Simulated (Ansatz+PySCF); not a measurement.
Two shapes of triplet LiNH2 in separate pieces.

Shape 1:

```xyz
4

N     0.0000    0.0000   -0.1308
H     0.0000    0.0000    0.9159
Li   30.0000    0.0000   -1.4381
H    30.0000    0.0000    4.3142
```

Shape 2:

```xyz
4

N     0.0000    0.0000   -0.4711
H     0.0000    0.0000    3.2974
Li   30.0000    0.0000   -0.3995
H    30.0000    0.0000    1.1984
```

Basis set: 6-31G (spherical functions). Correlated methods keep 1 orbital frozen. Charge 0, multiplicity 3.

Computed with Ansatz (development build ahead of 0.2.0); each method stands on the lowest determinant of its kind that the runs found.

(1) Which shape is lower in energy, and by how much in each method?

## Answers

(1)

```
     method  E(2) − E(1) (eV)
        UHF             0.265
    UHF-MP2             0.728
   UHF-CCSD             0.711
UHF-CCSD(T)             0.718
```

Shape 1 is lower. Caution: the unrestricted determinant is a mixture of spin states. Caution for UHF-MP2, UHF-CCSD, UHF-CCSD(T): bonds are stretched, where a single reference can fail. Caution for UHF-CCSD(T): another reference gives a lower total.
